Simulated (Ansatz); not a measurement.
# Stretch profile

AlHClF (SMILES [F][AlH][Cl]), closed shell, at its PBE0-D4/def2-TZVP minimum:

```json
{"atom": "F1", "x (Å)": "0.4699", "y (Å)": "-1.0269", "z (Å)": "1.2447"}
{"atom": "Al2", "x (Å)": "0.1207", "y (Å)": "0.0301", "z (Å)": "0.0400"}
{"atom": "Cl3", "x (Å)": "-1.6168", "y (Å)": "-0.2902", "z (Å)": "-1.0565"}
{"atom": "H4", "x (Å)": "1.0817", "y (Å)": "1.2267", "z (Å)": "-0.2486"}
```

The bond length Al2–Cl3 (2.079 Å at the minimum) is set to the values below, the two halves moving rigidly along the bond. Each method's energies count from its own value at the PBE0-D4 minimum structure. Program: Ansatz 0.2.0. Basis: def2-TZVPP. Cores are frozen in the correlated methods. B3LYP uses VWN-RPA correlation.

```
bond length (Å)  CCSD(T) (kJ/mol)  PBE0-D4 (kJ/mol)  r2SCAN-D4 (kJ/mol)  wB97M-V (kJ/mol)  PBE-D4 (kJ/mol)
          1.788             118.3             111.1               112.6             112.8            117.7
          1.850              67.1              62.2                63.2              63.5             67.5
          1.939              22.7              20.3                20.7              20.9             23.6
          2.044               1.6               1.1                 1.2               1.2              2.0
          2.160               4.1               4.8                 4.7               4.6              2.8
          2.285              25.4              26.6                26.2              26.2             21.4
          2.418              60.1              60.9                60.2              60.6             52.4
          2.557             102.7             102.5               101.4             102.6             90.4
          2.703             149.8             148.0               146.6             149.1            132.3
```

Minimum and curvature along this coordinate at CCSD(T): A fifth-order fit through the nearest points gives 2.086 Å, with a curvature of about 17 eV/Å².

Question: Treat the two halves as rigid bodies and work out the harmonic wavenumber of this stretch from that curvature (ν̃ = 521.5 √(k/μ) cm⁻¹ with k in eV/Å² and μ in u).

Answer: The halves weigh 46.99 and 35.45 u, so μ = 46.99 × 35.45/82.44 = 20.206 u and ν̃ = 521.5 √(17/20.206) ≈ 480 cm⁻¹. A true normal mode mixes in other motions, so this is a guide only.

Largest difference from the CCSD(T) curve over the scan: B3LYP-D4 10.6; HF 7.8; MP2 2.5 kJ/mol. Each curve counts from its own value at the minimum.

T1 diagnostic: at most 0.014.

For scale, one of the runs: CCSD(T)/def2-TZVPP, 129 basis functions (an equivalent command: `ansatz run in.yaml --threads 2`). Hardware: 2 CPU threads, shared host. Wall time 3.4 s; peak host memory 0.69 GiB.
